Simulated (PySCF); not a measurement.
Species: C₅H₇F.
Atom-mapped SMILES: `[CH2:1]=[CH:2]/[C:3]([F:4])=[CH:5]/[CH3:6]` (hydrogens: H7, H8 on C1; H9 on C2; H10 on C5; H11, H12, H13 on C6)

The calculation used PBE0-D3(BJ)/def2-SVP geometry optimisation, gas phase (PySCF).

Some entries are withheld. Bonds in one row agree within 0.01 Å.

```json
{"coordinate": "C1=C2", "value": "?"}
{"coordinate": "C2–C3", "value": "?"}
{"coordinate": "C3–F4", "value": "1.342 Å"}
{"coordinate": "C3=C5", "value": "?"}
{"coordinate": "C5–C6", "value": "1.488 Å"}
{"coordinate": "C1–H7", "value": "1.092 Å"}
{"coordinate": "C1–H8", "value": "1.092 Å"}
{"coordinate": "C2–H9", "value": "1.094 Å"}
{"coordinate": "C5–H10", "value": "1.094 Å"}
{"coordinate": "C6–H11, C6–H12, C6–H13", "value": "1.101 Å"}
{"coordinate": "C1–C2–C3", "value": "?"}
{"coordinate": "C2–C3–F4", "value": "114.4°"}
{"coordinate": "C2–C3–C5", "value": "?"}
{"coordinate": "F4–C3–C5", "value": "119.7°"}
{"coordinate": "C3–C5–C6", "value": "?"}
```

**Question.** Estimate the withheld lengths and angles.

**Answer.** 
- C1=C2 = 1.339 Å, drawn double (terminal =CH2 carbon to alkene CH carbon); 0.12 Å below the sum of covalent radii, 1.46 Å.
- C2–C3 = 1.452 Å, drawn single (alkene CH carbon to vinylic C–F carbon); 0.01 Å below the sum of covalent radii, 1.46 Å.
- C3=C5 = 1.341 Å, drawn double (vinylic C–F carbon to alkene CH carbon); 0.12 Å below the sum of covalent radii, 1.46 Å.
- C1–C2–C3 = 124.1°, at the alkene CH carbon; the outer atoms are 2.466 Å apart.
- C2–C3–C5 = 125.8°, at the vinylic C–F carbon; the outer atoms are 2.487 Å apart.
- C3–C5–C6 = 125.2°, at the alkene CH carbon; the outer atoms are 2.513 Å apart.

Radii are Cordero's, carbon taken as 0.76, 0.73 or 0.69 Å for four, three, and two or fewer neighbours.

Whether it is a minimum is left open (no frequencies). The numbers are those of one conformer (C1–C2–C3–F4 0°).
